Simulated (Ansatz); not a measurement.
# Copper, fcc: convergence with Gaussian smearing

Computed with Ansatz, LDA, scalar-relativistic PAW, on the relaxed cell (a = 3.518 Å; spin not included). Errors count from a run at 420 eV on a Γ-centred 25×25×25 mesh with Fermi-Dirac smearing of 0.1 eV, extrapolated to zero width. Fixed here: cutoff 420 eV, mesh 15×15×15. The SCF starts from atomic densities corrected by a trained network.

| width (eV) | E(σ→0) error (meV/atom) | F error (meV/atom) | P (GPa) | SCF iterations |
| --- | --- | --- | --- | --- |
| 0.01 | -0.3 | -0.4 | -0.13 | 6 |
| 0.03 | -0.4 | -0.6 | -0.13 | 6 |
| 0.1 | -0.7 | -1.5 | -0.12 | 6 |
| 0.3 | -0.9 | -7.1 | 0.06 | 6 |
| 0.6 | -0.2 | -26.4 | 0.31 | 6 |
| 1.0 | 5.7 | -74.9 | 0.91 | 6 |

Task: What does the run at 0.2 give (width)?

Result: E(σ→0) error (meV/atom): -0.7; F error (meV/atom): -3.6; P (GPa): -0.03; SCF iterations: 6.
